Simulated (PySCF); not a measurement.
## Al2H, quartet in 6-31G: errors against full CI

Geometry: a point of a breathe scan, not a stationary point.

```json
{"atom": "Al", "x (Å)": "0.0000", "y (Å)": "0.0000", "z (Å)": "0.5111"}
{"atom": "Al", "x (Å)": "0.0000", "y (Å)": "0.0000", "z (Å)": "-4.1460"}
{"atom": "H", "x (Å)": "0.0000", "y (Å)": "0.0000", "z (Å)": "3.6349"}
```

Basis 6-31G; PySCF 2.14.0. Only valence electrons are correlated (noble-gas cores frozen), which leaves 7 electrons in 18 orbitals. R marks a restricted (for open shells ROHF) determinant, U an unrestricted one.

Full CI is exact within this basis and frozen core; it isn't the basis-set limit. The frozen core follows each run's orbitals, which can shift R against U totals by a few meV.

- UHF ⟨S²⟩: 3.753
- T1 diagnostic (ROHF- or RHF-based CCSD): 0.0241
- largest doubles amplitude (ROHF- or RHF-based CCSD): 0.111
- T1 diagnostic (UCCSD): 0.0230

```json
{"level": "UHF", "E − E(RHF) (eV)": "-0.0103"}
{"level": "RMP2", "E − E(RHF) (eV)": "-0.9650"}
{"level": "UMP2", "E − E(RHF) (eV)": "-0.9644"}
{"level": "RCCSD", "E − E(RHF) (eV)": "-1.6547"}
{"level": "UCCSD", "E − E(RHF) (eV)": "-1.6547"}
{"level": "RCCSD(T)", "E − E(RHF) (eV)": "-1.6680"}
{"level": "UCCSD(T)", "E − E(RHF) (eV)": "-1.6680"}
```

Task: Estimate how far full CI in 6-31G lies from RCCSD(T). The table doesn't fix it; the size of (T) and the diagnostics are the guide.

Result: Full CI in 6-31G lies 22 meV below RCCSD(T), which is 167 % of the (T) step (-13 meV). The diagnostics give no warning, yet the rest exceeds (T).

The other levels:

| level | E − E(full CI) (meV) | share of correlation (%) | wall time |
| --- | --- | --- | --- |
| RCCSDT | 2 | 99.89 | 8.3 s |
| UCCSDT | 2 | 99.89 | 8 s |

The correlation energy at full CI, counted from RHF, is -1.690 eV. The search over symmetries took 67 s on 1 thread of Intel Xeon, shared host; the state has 327,824 determinants.

Times are those of the correlated step on a shared host, with one SCF added for the restricted CCSD run; they ran on 1 thread of Intel Xeon.

The full-CI state has the irrep B1 of C2v, in the program's axes (one component, if the state is degenerate).

Natural occupations of full CI about the gap: 1.910 1.902 1.000 0.931 0.931 0.105 0.104 0.043 0.041 0.008; effectively unpaired electrons, Σ n²(2−n)², 3.14.
